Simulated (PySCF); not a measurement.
Species: C₄H₅NO.
Cartesian coordinates in Å at the GFN2-xTB level; atoms count from 1:
```xyz
11
C4H5NO angstrom
N      2.943   -0.765    0.781
C      2.007   -0.255    0.369
C      0.813    0.368   -0.137
C     -0.437   -0.406    0.292
C     -1.691    0.234   -0.234
O     -1.732    1.224   -0.905
H      0.759    1.395    0.235
H      0.867    0.409   -1.229
H     -0.402   -1.437   -0.072
H     -0.510   -0.456    1.382
H     -2.611   -0.306    0.062
```

Vertical excitations from PySCF (density fitting, frozen core in the response, grid level 2 and gas phase unless stated; continuum runs use non-equilibrium linear response for the excitations) on a GFN2-xTB geometry. Reference run:

| settings | S1, eV (f) | S2, eV (f) | S3, eV (f) | S4, eV (f) | S5, eV (f) | S6, eV (f) | T1, eV (Tamm–Dancoff) | mean α (au) |
| --- | --- | --- | --- | --- | --- | --- | --- | --- |
| BLYP/6-31++G**, IEF-PCM benzene, full TDDFT, 1 singlet | 4.35 (0.000) | – | – | – | – | – | – | 61.0 |

What do these settings give: BP86/cc-pVDZ, IEF-PCM cyclohexane, energy threshold 1e-08 Eh, full TDDFT, 25 singlets?

```tsv
settings	S1, eV (f)	S2, eV (f)	S3, eV (f)	S4, eV (f)	S5, eV (f)	S6, eV (f)	T1, eV (Tamm–Dancoff)	mean α (au)
BP86/cc-pVDZ, IEF-PCM cyclohexane, energy threshold 1e-08 Eh, full TDDFT, 25 singlets	4.37 (0.000)	6.03 (0.000)	6.12 (0.000)	6.25 (0.001)	6.26 (0.091)	6.51 (0.000)	3.73	52.2
```

S1 moves by +0.02 eV; functional, basis and environment change together, so the shift can't be laid on one. States are counted by energy in each run and needn't keep their character from row to row.

All basis functions are spherical, in the Pople sets too.

Give the leading configurations of S1 (H = HOMO, L = LUMO) and the HOMO–LUMO gap of each run.

```
                                                                             settings  S1 configurations (weight)  S1 (eV)  orbital gap (eV)  S1 − gap (eV)
                               BLYP/6-31++G**, IEF-PCM benzene, full TDDFT, 1 singlet                    H→L 1.00     4.35              4.16          +0.19
BP86/cc-pVDZ, IEF-PCM cyclohexane, energy threshold 1e-08 Eh, full TDDFT, 25 singlets                    H→L 1.00     4.37              4.13          +0.24
```

One conformer (not necessarily the lowest) at the GFN2-xTB geometry, without vibrations or thermal averaging.
